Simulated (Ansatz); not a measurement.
bcc K, treated with revPBE in Ansatz (plane waves, PAW).

Run with plane-wave cutoff 520 eV, 16×16×16 k mesh, Fermi–Dirac smearing 0.05 eV, scalar-relativistic PAW data made under PBE.

Pressure at four volumes; x = ln(V/79.794 Å³). One pressure is withheld.

```
V (Å³/atom)        x  P (GPa)
-----------  -------  -------
75.006       -0.0619        ?
76.602       -0.0408    0.131
79.794        0.0000   -0.005
84.581        0.0583   -0.166
```

Pass a parabola P(x) through the three rows shown, estimate the bulk modulus and its pressure derivative near zero pressure, and predict the withheld pressure.

Slopes between the rows: (-0.005 − (0.131))/(0.0000 − (-0.0408)) = -3.33 and (-0.166 − (-0.005))/(0.0583 − (0.0000)) = -2.76 GPa. Their difference over the span 0.0991 is c = 0.57/0.0991 = 5.8 GPa, so P(x) = 0.131 + (-3.33)(x − (-0.0408)) + 5.8 (x − (-0.0408))(x − (0.0000)). At the middle row B = −dP/dx = −[-3.33 + 5.8 × 0.0408] = 3.1 GPa, and B′ = dB/dP = 2c/B = 3.7. At x = -0.0619 the parabola gives 0.209 GPa; the run gives 0.210 GPa. The Birch–Murnaghan fit to the energies at all volumes has B0 = 3.1 GPa and B′ = 3.7.

Measured, for comparison: bulk modulus 3.8 GPa (corrected for temperature and zero-point phonon effects; as tabulated in Levämäki et al. (2014), arXiv:1402.3671). Computed less measured: bulk modulus -18 %.

Ansatz is an electronic-structure program.
